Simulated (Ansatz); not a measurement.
Cost and result up the ladder for diborane mono F (B₂H₅F) (8 atoms). Charge 0, multiplicity 1. Geometry: PBE-D4/def2-TZVP.

Cartesian coordinates in Å:
```
B 0.3248 0.4530 0.6842
F -0.4941 1.2761 1.3701
H 1.4755 0.3486 1.0083
H 0.2617 0.6966 -0.6632
B -0.3159 -0.4624 -0.6915
H -1.4685 -0.3298 -0.9832
H 0.4353 -1.1840 -1.2804
H -0.2188 -0.7981 0.5558
```

Ansatz on 4 threads of Arm Neoverse V2 on a shared host. Times are rough, and most runs start from the orbitals of an earlier one. ωB97M-V/def2-TZVP serves as the yardstick here, not as an exact answer. Differences are given only for rows in sets of like size (and for xTB, whose basis is part of the method), since another set adds its own error. Binding counts from free atoms at the same level (B doublet, F doublet, H doublet; other spins of the atoms weren't run), without zero-point energy or a counterpoise term.

B3LYP takes the VWN-RPA correlation. HSE06 is defined as in plane-wave codes, on full-range PBE exchange. Correlated methods freeze 3 core orbitals.

Correlated methods converge slowly with the basis.

```json
{"level": "B97M-V/def2-TZVP", "functions": "123", "binding energy per atom (eV)": "3.58", "difference from ωB97M-V/def2-TZVP (eV)": "0.00"}
{"level": "r2SCAN0-D4/def2-TZVP", "functions": "123", "binding energy per atom (eV)": "3.57", "difference from ωB97M-V/def2-TZVP (eV)": "-0.01"}
{"level": "HSE06-D4/def2-TZVP", "functions": "123", "binding energy per atom (eV)": "3.58", "difference from ωB97M-V/def2-TZVP (eV)": "-0.01"}
{"level": "PBE-D4/def2-SVP", "functions": "67", "binding energy per atom (eV)": "3.65", "difference from ωB97M-V/def2-TZVP (eV)": "–"}
{"level": "ωB97M-V/def2-TZVP", "functions": "123", "binding energy per atom (eV)": "3.58", "difference from ωB97M-V/def2-TZVP (eV)": "0.00"}
{"level": "PBE0-D4/def2-TZVP", "functions": "123", "binding energy per atom (eV)": "3.57", "difference from ωB97M-V/def2-TZVP (eV)": "-0.01"}
{"level": "HF/STO-3G", "functions": "20", "binding energy per atom (eV)": "3.57", "difference from ωB97M-V/def2-TZVP (eV)": "–"}
{"level": "BLYP-D4/def2-TZVP", "functions": "123", "binding energy per atom (eV)": "3.56", "difference from ωB97M-V/def2-TZVP (eV)": "-0.02"}
{"level": "HF/6-31G", "functions": "37", "binding energy per atom (eV)": "2.62", "difference from ωB97M-V/def2-TZVP (eV)": "–"}
{"level": "PBE0-D4/def2-SVP", "functions": "67", "binding energy per atom (eV)": "3.61", "difference from ωB97M-V/def2-TZVP (eV)": "–"}
{"level": "CCSD(T)/def2-TZVPP", "functions": "163", "binding energy per atom (eV)": "3.49", "difference from ωB97M-V/def2-TZVP (eV)": "-0.09"}
{"level": "B3LYP-D4/6-31G", "functions": "37", "binding energy per atom (eV)": "3.49", "difference from ωB97M-V/def2-TZVP (eV)": "–"}
{"level": "ωB97X-V/def2-TZVP", "functions": "123", "binding energy per atom (eV)": "3.57", "difference from ωB97M-V/def2-TZVP (eV)": "-0.01"}
{"level": "r2SCAN-D4/def2-TZVP (with forces)", "functions": "123", "binding energy per atom (eV)": "3.61", "difference from ωB97M-V/def2-TZVP (eV)": "0.03"}
```

(1) Estimate how long each takes.

## Answers

(1) HF/STO-3G 0.05 s; HF/6-31G 0.1 s; B3LYP-D4/6-31G 0.25 s; PBE-D4/def2-SVP 0.3 s; PBE0-D4/def2-SVP 0.3 s; BLYP-D4/def2-TZVP 0.5 s; HSE06-D4/def2-TZVP 0.55 s; PBE0-D4/def2-TZVP 0.7 s; r2SCAN0-D4/def2-TZVP 1 s; r2SCAN-D4/def2-TZVP (with forces) 1.1 s; ωB97X-V/def2-TZVP 1.5 s; ωB97M-V/def2-TZVP 1.7 s; B97M-V/def2-TZVP 1.8 s; CCSD(T)/def2-TZVPP 7.5 s. On shared hardware such times vary by a factor of up to 3.
